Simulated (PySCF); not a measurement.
Simulated C 1s region for `C/C=C/C#N` ((E)-2-butenenitrile), binding energy against the vacuum level.

Every computed line was given a Gaussian of 0.7 eV full width at half maximum and an area set by the number of equivalent atoms; the highest printed point is 100. Method used: delta-SCF UKS SCAN, pcX-2 on the ionised atom, pcseg-1 elsewhere, spin-free X2C (PySCF).

binding energy (eV), intensity and a bar:
```
    290.5          0 
    290.6          0 
    290.7          1 
    290.8          3 #
    290.9          7 ##
    291.0         14 ####
    291.1         24 #######
    291.2         38 ###########
    291.3         56 #################
    291.4         73 ######################
    291.5         88 ##########################
    291.6         97 #############################
    291.7        100 ##############################
    291.8         96 #############################
    291.9         88 ##########################
    292.0         76 #######################
    292.1         64 ###################
    292.2         51 ###############
    292.3         38 ###########
    292.4         27 ########
    292.5         17 #####
    292.6         10 ###
    292.7          6 ##
    292.8          3 #
    292.9          1 
    293.0          0 
    293.1          0
```

**Question.** Count the maxima, the lines and the sites behind this envelope.

**Answer.** The curve has 1 maximum (at 291.7 eV). Under it lie 4 lines from 4 inequivalent carbon sites. At this width some lines have no maximum of their own.

**Question.** Decompose the envelope and assign each component. Numbering: `[CH3:1]/[CH:2]=[CH:3]/[C:4]#[N:5]`.

**Answer.** 
```json
{"position (eV)": "291.49", "relative area": "1", "line": "C 1s", "atoms": "C2", "environment": "alkene CH carbon"}
{"position (eV)": "291.60", "relative area": "1", "line": "C 1s", "atoms": "C1", "environment": "allylic carbon"}
{"position (eV)": "291.79", "relative area": "1", "line": "C 1s", "atoms": "C3", "environment": "alkene CH carbon"}
{"position (eV)": "292.13", "relative area": "1", "line": "C 1s", "atoms": "C4", "environment": "nitrile carbon"}
```

Lowest listed C 1s: C2, bonded to C (double bond), C and H. Highest, 0.64 eV above it: C4, bonded to N (triple bond) and C. The widest gap between neighbouring values is 0.34 eV, between 291.79 and 292.13 eV. Summing the Pauling electronegativity differences to the bonded atoms, each weighted by its formal bond order, gives -0.35 for the lowest site and +1.47 for the highest; no listed site has a larger sum than the highest. The smallest sum, -1.05, belongs to C1, 0.11 eV above the lowest.

No satellites, vibrations or lifetime broadening are included. Spin contamination (⟨S²⟩ against 0.75 for a pure doublet) is marked for C 1s of C2 (0.85), which makes this value less certain. Isolated species at its PBE0-D3(BJ)/def2-SVP geometry, gas phase.
